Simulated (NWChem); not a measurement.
System: H, doublet

Results from NWChem. Pople sets run with spherical d functions. Spin-unrestricted. No stability test was run on the SCF state. Fermi-contact couplings, non-relativistic, static geometry.

**Question.** Taking PBE/pcJ-2 as the yardstick, which of these has the fewest basis functions while keeping “A(iso) 1H atom 1 (MHz)” within 5 % of it: PBE/6-31G*; PBE/def2-TZVP; PBE/IGLO-III; PBE/IGLO-II; PBE/def2-SVP; PBE/aug-cc-pVTZ-J; PBE/cc-pVTZ; PBE/pcJ-1?

**Answer.** PBE/pcJ-1 (a larger set in the list lies outside the tolerance).
| level | basis functions | A(iso) 1H atom 1 (MHz) |
|---|---|---|
| PBE/6-31G* | 2 | 1346 |
| PBE/def2-SVP | 5 | 1185 |
| PBE/def2-TZVP | 6 | 1332 |
| PBE/IGLO-II | 6 | 1330 |
| PBE/IGLO-III | 10 | 1367 |
| PBE/pcJ-1 | 10 | 1451 |
| PBE/cc-pVTZ | 14 | 1331 |
| PBE/aug-cc-pVTZ-J | 20 | 1465 |
| PBE/pcJ-2 | 24 | 1461 |

The yardstick is one finite set, not the basis-set limit.
